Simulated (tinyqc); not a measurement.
Worked calculation: MP2 on RHF in the sto-6g basis, frozen core, for H2F+, spin multiplicity 1. One step of it, computed by the program tinyqc.

Problem. Integrals over molecular orbitals. (pq|rs) = sum C_ip C_jq C_kr C_ls (ij|kl), one index at a time.

coefficients C, order 1F 1s, 1F 2s, 1F 2px, 1F 2py, 1F 2pz, 2H 1s, 3H 1s:
$$\begin{pmatrix}
0.997176 & -0.238993 & 0.005796 & 0.061637 & 0.000000 & 0.083686 & 0.012559 \\
0.012484 & 0.961396 & -0.031923 & -0.328437 & 0.000000 & -0.547605 & -0.086934 \\
0.000000 & 0.000000 & 0.000000 & 0.000000 & 1.000000 & 0.000000 & 0.000000 \\
0.000075 & 0.003900 & 0.767028 & -0.048520 & 0.000000 & 0.087216 & -0.732217 \\
0.001614 & 0.098355 & 0.048758 & 0.841971 & 0.000000 & -0.590207 & -0.081525 \\
-0.002139 & 0.077494 & 0.352457 & 0.223591 & 0.000000 & 0.604928 & 0.859704 \\
-0.001983 & 0.072380 & -0.323245 & 0.263376 & 0.000000 & 0.790388 & -0.672529
\end{pmatrix}$$

core Hamiltonian H = T + V (hartree), order 1F 1s, 1F 2s, 1F 2px, 1F 2py, 1F 2pz, 2H 1s, 3H 1s:
$$\begin{pmatrix}
-41.394392 & -9.234487 & 0.000000 & -0.000482 & -0.014522 & -1.401060 & -1.305464 \\
-9.234487 & -11.360567 & 0.000000 & -0.005322 & -0.169328 & -3.212031 & -3.037491 \\
0.000000 & 0.000000 & -9.140799 & 0.000000 & 0.000000 & 0.000000 & 0.000000 \\
-0.000482 & -0.005322 & 0.000000 & -9.228649 & -0.002803 & -1.660888 & 1.584294 \\
-0.014522 & -0.169328 & 0.000000 & -0.002803 & -9.203647 & -1.451934 & -1.387576 \\
-1.401060 & -3.212031 & 0.000000 & -1.660888 & -1.451934 & -5.111856 & -1.294381 \\
-1.305464 & -3.037491 & 0.000000 & 1.584294 & -1.387576 & -1.294381 & -5.004074
\end{pmatrix}$$

Two-electron integrals (ij|kl) in chemists' order, unique and non-zero (hartree):
```
(11|11) 5.406240    (21|11) 0.768129    (21|21) 0.138909    (22|11) 1.266271
(22|21) 0.283987    (22|22) 0.926367    (31|31) 0.029452    (32|31) 0.044681
(32|32) 0.204753    (33|11) 1.266273    (33|21) 0.283987    (33|22) 0.926366
(33|33) 0.998085    (41|41) 0.029452    (42|41) 0.044681    (42|42) 0.204753
(43|43) 0.053789    (44|11) 1.266273    (44|21) 0.283987    (44|22) 0.926366
(44|33) 0.890506    (44|44) 0.998085    (51|51) 0.029452    (52|51) 0.044681
(52|52) 0.204753    (53|53) 0.053789    (54|54) 0.053789    (55|11) 1.266273
(55|21) 0.283987    (55|22) 0.926366    (55|33) 0.890506    (55|44) 0.890506
(55|55) 0.998085    (61|11) 0.123378    (61|21) 0.021392    (61|22) 0.042796
(61|33) 0.042723    (61|41) 0.000711    (61|42) 0.001390    (61|44) 0.042850
(61|51) 0.000601    (61|52) 0.001176    (61|54) 0.000107    (61|55) 0.042814
(61|61) 0.003349    (62|11) 0.315670    (62|21) 0.071875    (62|22) 0.261989
(62|33) 0.258264    (62|41) 0.003984    (62|42) 0.030181    (62|44) 0.264780
(62|51) 0.003368    (62|52) 0.025518    (62|54) 0.005509    (62|55) 0.262922
(62|61) 0.011075    (62|62) 0.092175    (63|31) 0.007936    (63|32) 0.045605
(63|43) 0.006286    (63|53) 0.005315    (63|63) 0.013435    (64|11) 0.165279
(64|21) 0.038160    (64|22) 0.148691    (64|33) 0.142428    (64|41) 0.009772
(64|42) 0.061709    (64|44) 0.158625    (64|51) 0.001552    (64|52) 0.013616
(64|54) 0.008380    (64|55) 0.145020    (64|61) 0.006132    (64|62) 0.064212
(64|64) 0.057811    (65|11) 0.139743    (65|21) 0.032264    (65|22) 0.125718
(65|33) 0.120422    (65|41) 0.001552    (65|42) 0.013616    (65|44) 0.123488
(65|51) 0.009248    (65|52) 0.057117    (65|54) 0.008878    (65|55) 0.133243
(65|61) 0.005184    (65|62) 0.054291    (65|64) 0.037520    (65|65) 0.045158
(66|11) 0.480113    (66|21) 0.111374    (66|22) 0.467121    (66|33) 0.451660
(66|41) 0.007649    (66|42) 0.081115    (66|44) 0.478706    (66|51) 0.006467
(66|52) 0.068583    (66|54) 0.022867    (66|55) 0.470994    (66|61) 0.017282
(66|62) 0.214034    (66|64) 0.172858    (66|65) 0.146151    (66|66) 0.774999
(71|11) 0.114915    (71|21) 0.019927    (71|22) 0.039874    (71|33) 0.039807
(71|41) -0.000662   (71|42) -0.001297   (71|44) 0.039924    (71|51) 0.000560
(71|52) 0.001097    (71|54) -0.000100   (71|55) 0.039891    (71|61) 0.003085
(71|62) 0.010056    (71|64) 0.005099    (71|65) 0.004710    (71|66) 0.015565
(71|71) 0.002906    (72|11) 0.297853    (72|21) 0.067836    (72|22) 0.247737
(72|33) 0.244201    (72|41) -0.003762   (72|42) -0.028657   (72|44) 0.250383
(72|51) 0.003184    (72|52) 0.024248    (72|54) -0.005230   (72|55) 0.248627
(72|61) 0.010186    (72|62) 0.072618    (72|64) 0.034650    (72|65) 0.041679
(72|66) 0.139232    (72|71) 0.009740    (72|72) 0.082917    (73|31) 0.007440
(73|32) 0.042926    (73|43) -0.005952   (73|53) 0.005036    (73|63) 0.010260
(73|73) 0.011999    (74|11) -0.157284   (74|21) -0.036319   (74|22) -0.141773
(74|33) -0.135840   (74|41) 0.009179    (74|42) 0.058267    (74|44) -0.151179
(74|51) -0.001471   (74|52) -0.012981   (74|54) 0.007943    (74|55) -0.138299
(74|61) -0.005212   (74|62) -0.035062   (74|64) -0.006832   (74|65) -0.019696
(74|66) -0.060593   (74|71) -0.005435   (74|72) -0.058242   (74|74) 0.052560
(75|11) 0.133087    (75|21) 0.030731    (75|22) 0.119961    (75|33) 0.114941
(75|41) -0.001471   (75|42) -0.012981   (75|44) 0.117848    (75|51) 0.008685
(75|52) 0.053910    (75|54) -0.008411   (75|55) 0.127095    (75|61) 0.004811
(75|62) 0.041941    (75|64) 0.019620    (75|65) 0.033996    (75|66) 0.088955
(75|71) 0.004598    (75|72) 0.049282    (75|74) -0.034321   (75|75) 0.041040
(76|11) 0.116016    (76|21) 0.026762    (76|22) 0.107775    (76|33) 0.105527
(76|41) -0.000013   (76|42) -0.000147   (76|44) 0.107160    (76|51) 0.001912
(76|52) 0.018056    (76|54) -0.000035   (76|55) 0.110636    (76|61) 0.004092
(76|62) 0.039414    (76|64) 0.023859    (76|65) 0.026528    (76|66) 0.102534
(76|71) 0.003814    (76|72) 0.037589    (76|74) -0.023085   (76|75) 0.025497
(76|76) 0.022048    (77|11) 0.468181    (77|21) 0.108632    (77|22) 0.456765
(77|33) 0.441879    (77|41) -0.007333   (77|42) -0.078482   (77|44) 0.467904
(77|51) 0.006205    (77|52) 0.066408    (77|54) -0.022020   (77|55) 0.460512
(77|61) 0.016295    (77|62) 0.144013    (77|64) 0.062092    (77|65) 0.091306
(77|66) 0.313857    (77|71) 0.015701    (77|72) 0.200680    (77|74) -0.163353
(77|75) 0.138222    (77|76) 0.102534    (77|77) 0.774999
```

Give: one-electron integrals over orbitals h = C^T H C; Two-electron integrals over orbitals.

Solution.

one-electron integrals over orbitals h = C^T H C (hartree):
$$\begin{pmatrix}
-41.381 & 0.705 & -0.017 & -0.175 & 0.000 & -0.248 & -0.038 \\
0.705 & -9.659 & 0.033 & 0.397 & 0.000 & 1.273 & 0.191 \\
-0.017 & 0.033 & -8.004 & -0.038 & 0.000 & -0.192 & 2.138 \\
-0.175 & 0.397 & -0.038 & -8.468 & 0.000 & 1.621 & 0.067 \\
0.000 & 0.000 & 0.000 & 0.000 & -9.141 & 0.000 & 0.000 \\
-0.248 & 1.273 & -0.192 & 1.621 & 0.000 & -5.651 & -0.009 \\
-0.038 & 0.191 & 2.138 & 0.067 & 0.000 & -0.009 & -5.810
\end{pmatrix}$$

Two-electron integrals over orbitals (pq|rs), unique and non-zero (hartree); the lowest 1 orbital is frozen and left out:
```
(22|22) 0.866       (32|22) 5.19e-04    (32|32) 0.155       (33|22) 0.761
(33|32) -2.21e-03   (33|33) 0.734       (42|22) -0.007      (42|32) 5.00e-04
(42|33) -0.012      (42|42) 0.157       (43|22) 3.10e-03    (43|32) 4.50e-03
(43|33) 4.88e-03    (43|42) -0.005      (43|43) 0.051       (44|22) 0.799
(44|32) -0.006      (44|33) 0.701       (44|42) -0.085      (44|43) 3.46e-03
(44|44) 0.842       (52|52) 0.184       (53|52) -3.29e-03   (53|53) 0.039
(54|52) -0.035      (54|53) 1.08e-03    (54|54) 0.052       (55|22) 0.886
(55|32) -4.85e-03   (55|33) 0.749       (55|42) -0.057      (55|43) 4.67e-03
(55|44) 0.811       (55|55) 0.998       (62|22) -0.140      (62|32) 0.007
(62|33) -0.091      (62|42) -0.049      (62|43) -1.94e-03   (62|44) -0.084
(62|55) -0.139      (62|62) 0.076       (63|22) 0.019       (63|32) 0.015
(63|33) 0.019       (63|42) -0.006      (63|43) 0.016       (63|44) 0.013
(63|55) 0.021       (63|62) -0.008      (63|63) 0.060       (64|22) -0.165
(64|32) -0.005      (64|33) -0.104      (64|42) 0.028       (64|43) -4.91e-03
(64|44) -0.167      (64|55) -0.174      (64|62) 0.059       (64|63) -0.017
(64|64) 0.098       (65|52) -0.046      (65|53) 2.84e-03    (65|54) -0.011
(65|65) 0.025       (66|22) 0.575       (66|32) -0.017      (66|33) 0.550
(66|42) 0.065       (66|43) -0.014      (66|44) 0.545       (66|55) 0.550
(66|62) -0.059      (66|63) -0.017      (66|64) -0.028      (66|66) 0.557
(72|22) -0.021      (72|32) -0.067      (72|33) -0.009      (72|42) -1.30e-03
(72|43) 0.024       (72|44) -0.016      (72|55) -0.021      (72|62) 4.16e-03
(72|63) 0.024       (72|64) 0.008       (72|66) -0.010      (72|72) 0.054
(73|22) -0.209      (73|32) 0.011       (73|33) -0.167      (73|42) 0.062
(73|43) 4.23e-04    (73|44) -0.185      (73|55) -0.230      (73|62) 0.062
(73|63) -4.85e-03   (73|64) 0.100       (73|66) -0.023      (73|72) 0.012
(73|73) 0.162       (74|22) -0.006      (74|32) 0.056       (74|33) -2.86e-03
(74|42) -3.82e-03   (74|43) -2.05e-03   (74|44) -0.009      (74|55) -0.007
(74|62) 0.005       (74|63) 0.043       (74|64) -3.41e-03   (74|66) -0.020
(74|72) -0.009      (74|73) 0.012       (74|74) 0.053       (75|52) -0.007
(75|53) -0.025      (75|54) 2.48e-04    (75|65) 1.18e-03    (75|75) 0.018
(76|22) 3.31e-03    (76|32) 0.080       (76|33) 3.06e-03    (76|42) 2.17e-03
(76|43) 0.051       (76|44) -0.006      (76|55) 1.06e-03    (76|62) -3.88e-03
(76|63) 0.071       (76|64) -0.015      (76|66) -0.036      (76|72) 0.008
(76|73) 0.015       (76|74) 0.064       (76|76) 0.147       (77|22) 0.591
(77|32) 0.023       (77|33) 0.595       (77|42) 0.014       (77|43) 0.012
(77|44) 0.564       (77|55) 0.574       (77|62) -0.040      (77|63) 0.023
(77|64) -0.029      (77|66) 0.528       (77|72) -4.23e-03   (77|73) -0.047
(77|74) 0.017       (77|76) 0.035       (77|77) 0.573
```
